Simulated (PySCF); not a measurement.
System: C$_{2}$H$_{5}$O, net charge 0, doublet state. It need not be the lowest isomer of its formula. SMILES: C[CH]O
Coordinates optimised at B3LYP-D3(BJ)/def2-TZVP (Ansatz):
```xyz
8

C      1.1812    -0.3678     0.0185
C     -0.0012     0.5180    -0.0569
O     -1.2056    -0.1247     0.1002
H     -1.9253     0.5046    -0.0138
H     -0.0012     1.4082    -0.6784
H      2.0981     0.2220    -0.0068
H      1.1724    -0.9524     0.9427
H      1.2203    -1.0859    -0.8147
```
Charge 0, spin multiplicity 2.

Dispersion corrections to the total energy (kcal/mol) from the dftd3 and dftd4 libraries through PySCF: D3(BJ) without and D4 with the three-body term, each with the damping fitted for the functional named.

| functional | D3(BJ) | D4 |
|---|---|---|
| B2GP-PLYP | -1.13 | -0.80 |
| HSE06 | -1.29 | ___ |
| BHLYP | -2.84 | -2.09 |
| PBE | -2.30 | -2.00 |
| LC-wPBE | -1.95 | -2.19 |
| PBE0 | ___ | -1.64 |
| revPBE | -6.24 | ___ |

### Question
Fill in the missing entries.

### Answer

- HSE06, D4: -1.50
- PBE0, D3(BJ): -1.88
- revPBE, D4: -7.80
